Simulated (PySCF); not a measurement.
Worked example: the barrier

An elementary step of SiNH5, singlet (SiNH₅ ([NH2][SiH3]) → SiNH₃ ([NH][SiH2]) + H₂; bonds formed: H2–H4; bonds broken: Si1–H2, N3–H4). “Start” is the structure reached by relaxing down from the saddle towards the reactants; PBE0-D4/def2-TZVP structures. The saddle:

Si1  (-0.548, -0.099, -0.062)
H2  (0.505, -0.555, 1.292)
N3  (0.584, 0.922, -0.633)
H4  (0.928, 0.002, 0.666)
H5  (-1.677, 0.403, 0.760)
H6  (-0.862, -1.486, -0.515)
H7  (1.071, 0.811, -1.509)
(Å)

Computed with PySCF 2.14 with density fitting (its default auxiliary sets; JK sets also for MP2 and CCSD(T)) (basis: def2-TZVPP and def2-QZVPP); correlated methods freeze the cores.

Energies in eV:

| quantity | saddle | start |
| --- | --- | --- |
| Hartree–Fock, triple zeta (X = 3) | -9420.38407 | -9424.67636 |
| Hartree–Fock, quadruple zeta (X = 4) | -9420.74250 | -9425.01616 |
| MP2 correlation, X = 3 | -10.21717 | -9.54280 |
| MP2 correlation, X = 4 | -10.88933 | -10.18958 |
| CCSD(T) correlation, X = 3 | -11.36835 | -10.76408 |

(1) Work out the barrier at the basis limit: extrapolate Hartree–Fock as E(X) = E∞ + A exp(−7.88 √X) and the MP2 correlation as E(X) = E∞ + B X^−2.97 (the exponents that Neese and Valeev fitted for def2-TZVPP and QZVPP), then add CCSD(T) − MP2 in triple zeta.

No T1 diagnostic of these runs exceeds 0.020. The restricted Hartree–Fock reference is unstable towards an unrestricted one at one or more of these structures.

## Answers

(1) Each step is linear, so take the differences first (saddle − start): Hartree–Fock 4.29229 (X = 3) and 4.27366 (X = 4); MP2 correlation -0.67437 and -0.69975; CCSD(T) correlation -0.60427.
Two points give E∞ = E(4) + w [E(4) − E(3)], with w = 1/(exp(7.88 (2 − √3)) − 1) = 0.1377 for Hartree–Fock and w = 1/((4/3)^2.97 − 1) = 0.7407 for the correlation.
Hartree–Fock: 4.27366 + 0.1377 × (-0.01863) = 4.2711 eV.
MP2 correlation: -0.69975 + 0.7407 × (-0.02538) = -0.7185 eV.
CCSD(T) − MP2: -0.60427 − (-0.67437) = 0.0701 eV.
Sum: 4.2711 + (-0.7185) + 0.0701 = 3.6227 eV, or 83.54 kcal/mol. Plain CCSD(T) in triple zeta gives 3.6880 eV, so the larger basis shifts the result by -0.0653 eV.

Labels in which every atom is bracketed show which atoms are joined, not bond orders.

For scale, one of the runs: CCSD(T)/def2-TZVPP, 143 basis functions, launched by `OMP_NUM_THREADS=4 python run.py`. Hardware: 4 CPU threads of an Arm Neoverse N1, shared host. Wall time 77 s; peak host memory 0.69 GiB.
